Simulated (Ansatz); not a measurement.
From C2H6 to C2H6O3: predicting a member

On one C centre that keeps CH3, n of the H ligands are replaced by OH. The atomisation energy (no zero-point term) y in kJ/mol at CCSD(T)/CBS estimate. Shapes, held fixed at every level: PBE0-D4/def2-TZVP. Flexible molecules stand in one conformer, not always the lowest. Programs: Ansatz 0.2.0.

| molecule | n | y (kJ/mol) |
| --- | --- | --- |
| C2H6 | 0 | 2982 |
| C2H6O | 1 | 3393 |
| C2H6O2 | 2 | ? |
| C2H6O3 | 3 | 4321 |

Fit y = c + s·n to the known rows and predict C2H6O2.


1. Means of the 3 rows: n = 1.33333, y = 3565.3.
2. Σ(Δn)² = 4.6667, Σ(Δn·Δy) = 2094.7, so the slope is 2094.7/4.6667 = 448.86.
3. Intercept: 3565.3 − (448.86) × 1.33333 = 2966.8. The largest residual of the fit is 23.
4. C2H6O2: 2966.8 + (448.86) × 2 = 3865 kJ/mol.

The run gave 3857 kJ/mol, so the prediction is off by +8 kJ/mol, within the scatter of the fit. The steps per swap are +411, +464, +464 kJ/mol. The slope is only an average step. Other levels give for C2H6O2: PBE-D4/def2-TZVPP 3936; r2SCAN-D4/def2-TZVPP 3852; B3LYP-D4/def2-TZVPP 3839 kJ/mol. The CBS estimate extrapolates MP2 from def2-TZVPP and def2-QZVPP and adds CCSD(T) − MP2 in the triple-zeta set, cores frozen.
